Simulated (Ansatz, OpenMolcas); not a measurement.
## Worked example: the enthalpy of formation of SO2 (sulfur dioxide)

The species is SO2 (3 atoms), meant as a singlet with charge 0. As SMILES, `O=S=O`. Geometry: relaxed at PBE0-D4/def2-TZVP.

```xyz
3

O    -0.9744    0.6459   -0.4595
S     0.2695    0.3574    0.1868
O     0.7049   -1.0033    0.2727
```

Total energies at B3LYP/def2-TZVPP (OpenMolcas 26.06); the atoms run unrestricted:

| species | state | energy (Eh) |
| --- | --- | --- |
| SO2 | singlet | -548.722313 |
| O | triplet | -75.096275 |
| S | triplet | -398.132405 |

Harmonic wavenumbers at PBE0-D4/def2-TZVP, in cm⁻¹: 532, 1217, 1420.

Measured heats of formation of the gaseous atoms at 298.15 K, in kJ/mol: O 249.2, S 277.0. Spin-orbit lowering of the atoms at 298 K (mean of the ground term's levels less their thermal mean, from spectra), in kJ/mol: O 0.40, S 1.88. Take 1 Eh = 2625.50 kJ/mol, 1 cm⁻¹ = 0.0119627 kJ/mol, RT = 2.479 kJ/mol.

Q: Work out the heat of formation of the gas at 298 K.

A: 
1. Electronic atomisation energy: 2 × (-75.096275) + (-398.132405) − (-548.722313) = 0.397358 Eh = 1043.3 kJ/mol.
2. Zero-point energy: half the sum of the wavenumbers, 1584.5 cm⁻¹ = 19.0 kJ/mol.
3. Thermal vibrational enthalpy, Σ hcν̃/(exp(hcν̃/kT) − 1): 0.6 kJ/mol. Translation, rotation and pV of a non-linear molecule: 4 RT = 9.9 kJ/mol.
4. The 3 free atoms carry 5/2 RT each: 18.6 kJ/mol.
5. Spin-orbit coupling lowers the free atoms by 2 × 0.40 + 1.88 = 2.7 kJ/mol.
6. Atomisation enthalpy at 298 K: 1043.3 − 2.7 − 19.0 − 0.6 − 9.9 + 18.6 = 1029.7 kJ/mol.
7. Sum of the atoms' heats of formation: 775.4 kJ/mol. Heat of formation: 775.4 − 1029.7 = -254.3 kJ/mol.

The tabulated value is -296.8 kJ/mol (NIST-JANAF tables), so this level is off by +42.5 kJ/mol, or 4.0 % of the atomisation enthalpy. Anharmonicity and any spin-orbit splitting of the molecule are left out.
